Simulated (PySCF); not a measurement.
CH3, optimised at B3LYP/6-31G*:

```xyz
4

C      0.1981    -0.0823    -0.1391
H     -0.0994     0.4764    -1.0177
H     -0.1228    -1.1091    -0.0162
H      0.8164     0.3859     0.6165
```

Computed with PySCF (xtb for GFN2) and rigid-rotor harmonic-oscillator thermochemistry at 1 bar. 6-31G* has spherical d functions here. Open shells (unrestricted): CH3 (multiplicity 2). GFN2 has no spin-polarisation term. B3LYP is the form with VWN-RPA correlation.

### Question
List the harmonic frequencies (cm⁻¹, unscaled) at this level and at the other levels, each on its own geometry.

### Answer
- B3LYP/6-31G*: 453, 1431, 1431, 3143, 3318, 3318
- GFN2-xTB: 492, 1352, 1352, 3151, 3245, 3245
- HF/6-31G*: 306, 1541, 1541, 3282, 3459, 3459
- PBE/def2-SVP: 467, 1324, 1324, 3041, 3242, 3242
- PBE0/def2-TZVP: 526, 1401, 1401, 3128, 3312, 3312
